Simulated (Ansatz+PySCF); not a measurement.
doublet C3H5: levels of theory in one basis

```yaml
atoms:
  - { symbol: H, position_ang: [0.0000, -1.2446, -1.2785] }
  - { symbol: C, position_ang: [0.0000, -0.1621, -1.2097] }
  - { symbol: C, position_ang: [0.0000, 0.4659, 0.0000] }
  - { symbol: C, position_ang: [0.0000, -0.1621, 1.2097] }
  - { symbol: H, position_ang: [0.0000, 0.3966, 2.1368] }
  - { symbol: H, position_ang: [0.0000, 0.3966, -2.1368] }
  - { symbol: H, position_ang: [0.0000, 1.5542, 0.0000] }
  - { symbol: H, position_ang: [0.0000, -1.2446, 1.2785] }
```

Basis set: cc-pVTZ (spherical functions). Left uncorrelated: 3 orbitals. Correlation on ROHF uses semicanonical orbitals with singles. Charge 0, multiplicity 2.

Computed with Ansatz (development build ahead of 0.2.0); each method stands on the lowest determinant of its kind that the runs found.

| method | E − E(ROHF) (eV) | <S²> of the determinant |
| --- | --- | --- |
| ROHF | 0.00 | 0.75 |
| UHF | -0.62 | 0.94 |
| UHF-MP2 | -13.07 | 0.94 |
| ROHF-CCSD(T) | -14.81 | – |

**Question.** What does ROHF-MP2 give on the same scale?

**Answer.** -13.40 eV.

**Question.** Is a single determinant a sound starting point here?

**Answer.** Only with care. Unrestricted orbitals gain 0.62 eV and <S²> is 0.94 against 0.75 for a pure state, a contamination that matters most for the unrestricted series.

Caution for ROHF, ROHF-MP2, ROHF-CCSD(T): an unrestricted determinant lies well below. Caution for UHF, UHF-MP2: the unrestricted determinant is spin contaminated.
